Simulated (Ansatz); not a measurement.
# ClHSSi: the cost of one run

Method: RHF-MP2, frozen core/def2-TZVP; program: Ansatz 0.2.0.

## (1) Where the work starts

SMILES `S=[SiH]Cl`, 4 atoms, charge 0, spin multiplicity 1.

Atoms are counted from 1 here; the program's logs count them from 0.

Bond lengths: Cl1–Si2 2.066 Å, Si2–S3 1.956 Å, Si2–H4 1.496 Å. Angles: Cl1–Si2–S3 126.3°, Cl1–Si2–H4 105.8°, S3–Si2–H4 127.9°.

As a file:

```xyz
4

Cl    1.22845   -0.18245   -1.63501
Si   -0.00159   -0.03296    0.01765
S    -0.91521    1.58077    0.63835
H    -0.03937   -1.40099    0.62252
```

## (3) Plan of the scan

- bond length Si2–S3: 15 values from 1.625 to 2.514 Å
- angle Cl1–Si2–S3: 15 values from 101.7 to 151.7 °

Nothing else is relaxed (all other coordinates rigid). Energies count from the relaxed molecule at the same level.

(The set-up runs are not shown.)

## (4) Point bond length Si2–S3 = 2.006 Å, angle Cl1–Si2–S3 = 119.6°

File input.yaml:

```yaml
crystal:
  periodic: [false, false, false]
  atoms:
    - { symbol: Cl, position_ang: [1.165643, 0.058579, -1.64484] }
    - { symbol: Si, position_ang: [0.001564, -0.032512, 0.013023] }
    - { symbol: S, position_ang: [-0.938606, 1.618935, 0.655548] }
    - { symbol: H, position_ang: [-0.034665, -1.375918, 0.605868] }
basis:
  gaussian: { orbitals: def2-TZVP }
hamiltonian:
  xc: hf
output:
  forces: true
correlation:
  method: mp2
```

On the command line:

```sh
> ansatz run input.yaml --threads 1 --pin off --max-ram 2560MiB --backend cpu --events-out ev --progress --plain --runs-dir out
```

What time and memory should one allow on 1 thread of Arm Neoverse N1, shared host?

About 6.2 s, with a peak of 0.2 GiB.
